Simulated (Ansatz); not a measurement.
A basis-limit estimate, worked out

An elementary step of CH$_{4}$NS, doublet (CH₃N ([CH2][NH]) + HS → CH₄NS ([NH][CH2][SH]); none broken or loosened, C–S formed or tightened). “Start” and “end” are the PBE0-D4/def2-TZVP structures reached by relaxing down either side of its saddle point, with the molecules still in contact.

Computed with Ansatz 0.2.0 (basis: def2-TZVPP and def2-QZVPP); correlated methods freeze the cores; orbitals are unrestricted.

Energies in eV:

| quantity | end | start |
| --- | --- | --- |
| Hartree–Fock, triple zeta (X = 3) | -13392.74496 | -13392.49776 |
| Hartree–Fock, quadruple zeta (X = 4) | -13393.18069 | -13392.93053 |
| MP2 correlation, X = 3 | -14.24702 | -14.40828 |
| MP2 correlation, X = 4 | -15.34515 | -15.49113 |
| CCSD(T) correlation, X = 3 | -16.04507 | -16.19188 |

Problem. Work out the step energy at the basis limit: extrapolate Hartree–Fock as E(X) = E∞ + A exp(−7.88 √X) and the MP2 correlation as E(X) = E∞ + B X^−2.97 (the exponents that Neese and Valeev fitted for def2-TZVPP and QZVPP), then add CCSD(T) − MP2 in triple zeta.

Solution. Each step is linear, so take the differences first (end − start): Hartree–Fock -0.24720 (X = 3) and -0.25016 (X = 4); MP2 correlation 0.16126 and 0.14598; CCSD(T) correlation 0.14681.
Two points give E∞ = E(4) + w [E(4) − E(3)], with w = 1/(exp(7.88 (2 − √3)) − 1) = 0.1377 for Hartree–Fock and w = 1/((4/3)^2.97 − 1) = 0.7407 for the correlation.
Hartree–Fock: -0.25016 + 0.1377 × (-0.00296) = -0.2506 eV.
MP2 correlation: 0.14598 + 0.7407 × (-0.01528) = 0.1347 eV.
CCSD(T) − MP2: 0.14681 − 0.16126 = -0.0144 eV.
Sum: -0.2506 + 0.1347 + (-0.0144) = -0.1303 eV, or -3.00 kcal/mol. Plain CCSD(T) in triple zeta gives -0.1004 eV, so the larger basis shifts the result by -0.0299 eV.

T1 diagnostic: at most 0.036. ⟨S²⟩ of the unrestricted Hartree–Fock references: 0.76 to 0.96 (a pure state has 0.75). The unrestricted reference is spin-contaminated, which hurts MP2 most.

Labels in which every atom is bracketed show which atoms are joined, not bond orders.

For scale, one of the runs: CCSD(T)/def2-TZVPP, 160 basis functions, launched by `ansatz run in.yaml --threads 2 --pin off --events-out ev --progress --plain --max-ram 4352MiB`. The run took 73 s on 2 CPU threads of an Arm Neoverse V2 (shared host), with 2.8 GiB of host memory at its peak.
